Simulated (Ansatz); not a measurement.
A nudged elastic band was laid between two geometries of CH4NSi (7 atoms, charge 0, multiplicity 2).

The calculation used UKS PBE/def2-SVP in Ansatz.

```
movable images  : 5
climbing image  : yes
spring          : 5.0 eV/Å²
optimiser       : quadratic models (default)
start path      : through a guess of the saddle point
force threshold : 0.05 eV/Å
iteration limit : 60
end points      : relaxed
```

Image 0:

```xyz
7
Properties=species:S:1:pos:R:3
N -1.022 0.434 -0.383
C 0.155 0.120 0.194
Si 1.158 -1.396 -0.300
H -1.409 -0.173 -1.114
H -1.565 1.264 -0.136
H 0.457 0.858 0.962
H 2.228 -1.107 0.777
```

Image 6:

```xyz
7
Properties=species:S:1:pos:R:3
N -0.808 0.321 -0.313
C 0.282 0.392 0.472
Si 1.703 -0.839 0.543
H -0.903 -0.476 -0.952
H -1.558 1.020 -0.311
H 0.278 1.293 1.119
H 1.006 -1.710 -0.558
```

Problem. What changes between the two ends?

Solution. No bond is made or broken. The dihedral N1–C2–Si3–H7 goes from -177 to 0°.

Problem. What energy profile does the band end with?

Solution. The forces met the threshold. The highest image is number 3 of 0 to 6, 12.4 kcal/mol above the first end and 13.3 kcal/mol above the last; the last end lies 0.9 kcal/mol below the first. A vibrational analysis at the climbing image gives one clearly imaginary mode, 798i cm⁻¹: a first-order saddle point.

```json
{"image": "0", "path coordinate (Å)": "0.00", "energy (kcal/mol)": "0.0", "dihedral N1–C2–Si3–H7 (°)": "-177"}
{"image": "1", "path coordinate (Å)": "0.54", "energy (kcal/mol)": "0.9", "dihedral N1–C2–Si3–H7 (°)": "-150"}
{"image": "2", "path coordinate (Å)": "1.08", "energy (kcal/mol)": "5.8", "dihedral N1–C2–Si3–H7 (°)": "-123"}
{"image": "3", "path coordinate (Å)": "1.62", "energy (kcal/mol)": "12.4", "dihedral N1–C2–Si3–H7 (°)": "-93"}
{"image": "4", "path coordinate (Å)": "2.14", "energy (kcal/mol)": "5.6", "dihedral N1–C2–Si3–H7 (°)": "-58"}
{"image": "5", "path coordinate (Å)": "2.66", "energy (kcal/mol)": "0.7", "dihedral N1–C2–Si3–H7 (°)": "-29"}
{"image": "6", "path coordinate (Å)": "3.19", "energy (kcal/mol)": "-0.9", "dihedral N1–C2–Si3–H7 (°)": "0"}
```

Problem. What is the geometry of the highest image?

Solution. 
```xyz
7
Properties=species:S:1:pos:R:3
N -0.944 0.354 -0.321
C 0.271 0.335 0.217
Si 1.742 -0.712 -0.358
H -1.196 -0.356 -1.020
H -1.662 1.048 -0.080
H 0.403 1.173 0.938
H 1.385 -1.843 0.623
```

Problem. What are the harmonic wavenumbers there?

Solution. 798i, 293, 318, 585, 614, 718, 945, 1031, 1309, 1392, 1566, 1979, 2997, 3373, 3502 cm⁻¹.

The run took 91 s on 1 thread of Intel(R) Xeon(R) Platinum 8488C (Sapphire Rapids) (shared host), peak memory 0.14 GiB.
